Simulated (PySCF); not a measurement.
Spectrum to structure. Method used: PySCF 2.14.0, density-fitted response routines, TDDFT CAM-B3LYP/def2-SVPD, vertical, gas phase, core orbitals frozen in the response. Geometries: GFN2-xTB, one conformer each.

```tsv
state	E (eV)	f
S1	5.75	0.615
S2	6.69	0.0065
S3	6.80	0.0002
S4	7.48	0.066
S5	7.58	0.018
S6	7.73	0.0001
S7	8.01	0.028
S8	8.30	0.0022
```

Problem. Which candidate is it? All have the formula C4H4F2.
A. `FC[C@H]1C(F)=C1`
B. `C=C/C(F)=C\F`
C. `CC1C(F)=C1F`

Solution. B. Its S1, at 5.75 eV, is the lowest among the candidates; the nearest of the others has S1 at 6.04 eV. S1 is HOMO→LUMO (98%). Löwdin shares by element: HOMO carbon 77% (atoms not listed hold the other 23%); LUMO carbon 80% (atoms not listed hold the other 20%). At the same level the other candidates give, for their lowest levels:
- `CC1C(F)=C1F`: 6.04 eV (f 0.017); 7.09 eV (f 0.043); 7.74 eV (f 0.000); 7.95 eV (f 0.053); 8.08 eV (f 0.031); T1 4.72 eV; HOMO -8.72, LUMO 0.79 eV
- `FC[C@@H]1C=C1F`: 6.72 eV (f 0.070); 6.96 eV (f 0.018); 7.42 eV (f 0.012); 7.80 eV (f 0.008); 7.97 eV (f 0.002); T1 4.43 eV; HOMO -9.05, LUMO 1.03 eV

Shape of the structure used: `[CH2:1]=[CH:2]/[C:3]([F:4])=[CH:5]\[F:6]`: C1–C2–C3–F4 0°.
Triplets come from the Tamm–Dancoff approximation.
